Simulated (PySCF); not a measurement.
## Diatomic cations of F with the third period

CCSD(T) with triple-zeta basis sets in PySCF, for the lowest determinant that a PBE0 search found; no spin–orbit coupling. De refers to high-spin ground-configuration atoms (the charge goes to the atom of lower measured ionisation energy or higher electron affinity, which is not always the lowest computed limit).

```json
{"M": "Mg", "basis": "pcseg-2", "reference, frozen orbitals": "RHF, 2", "charged atom": "Mg+", "state (unpaired electrons)": "singlet (closed shell)", "Re (Å)": "1.709", "ωe (cm⁻¹)": "819", "De (eV)": "4.15"}
{"M": "Al", "basis": "def2-TZVPPD", "reference, frozen orbitals": "UHF, 6", "charged atom": "Al+", "state (unpaired electrons)": "doublet (σ ↑)", "Re (Å)": "1.605", "ωe (cm⁻¹)": "941", "De (eV)": "3.18"}
{"M": "Si", "basis": "def2-TZVPPD", "reference, frozen orbitals": "RHF, 6", "charged atom": "Si+", "state (unpaired electrons)": "singlet (closed shell)", "Re (Å)": "1.539", "ωe (cm⁻¹)": "1039", "De (eV)": "6.72"}
{"M": "P", "basis": "def2-TZVPPD", "reference, frozen orbitals": "UHF, 6", "charged atom": "P+", "state (unpaired electrons)": "doublet (π ↑)", "Re (Å)": "1.513", "ωe (cm⁻¹)": "1050", "De (eV)": "5.35"}
{"M": "S", "basis": "def2-TZVPPD", "reference, frozen orbitals": "UHF, 6", "charged atom": "S+", "state (unpaired electrons)": "triplet (π ↑↑)", "Re (Å)": "1.514", "ωe (cm⁻¹)": "1014", "De (eV)": "3.55"}
{"M": "Cl", "basis": "def2-TZVPPD", "reference, frozen orbitals": "UHF, 6", "charged atom": "Cl+", "state (unpaired electrons)": "doublet (π ↑)", "Re (Å)": "1.542", "ωe (cm⁻¹)": "920", "De (eV)": "2.71"}
```

The shortest bond is that of PF⁺ (1.513 Å), the longest that of MgF⁺ (1.709 Å). SiF⁺ is bound most strongly (6.72 eV) and ClF⁺ least (2.71 eV).

The rows differ in basis set, which adds steps of its own.

The state changes along the series, so neighbouring rows are not always alike in their bonding.

Correlated steps freeze the inner cores (2 to 6 orbitals); shallow outer-core shells are correlated. For an ion De counts to the pair picked by the measured ionisation energies or electron affinities, which need not be the lowest pair at this level. Where the molecule has an RHF reference, its open-shell atoms are computed with UHF. States were picked by a PBE0 search and need not be the measured ground states.
